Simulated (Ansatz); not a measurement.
A calculation with Ansatz (development build ahead of 0.2.0).

```yaml
crystal:
  periodic: [false, false, false]
  atoms:
    - { symbol: P, position_ang: [-0.49728, 0.17175, 0.15293] }
    - { symbol: H, position_ang: [-1.27066, -1.25293, 0.32346] }
    - { symbol: H, position_ang: [0.97088, -0.52931, 0.06129] }
    - { symbol: H, position_ang: [-0.38557, 0.41047, 1.761] }
basis:
  gaussian: { orbitals: cc-pVDZ }
magnetization:
  spin_polarized: true
hamiltonian:
  xc: hf
correlation:
  method: ccsd_t
  frozen_orbitals: { H: 0, P: 5 }
```

The input is written out in the form of the current development build from the run's settings.

Output:

```yaml
Converged: yes
Reference_energy: -342.42916 hartree
CCSD_correlation_energy: -0.17065 hartree
Triples_correction: -0.00462 hartree
Total_energy: -342.60443 hartree
T1_diagnostic: 0.014
Largest_doubles_amplitude: 0.07
```
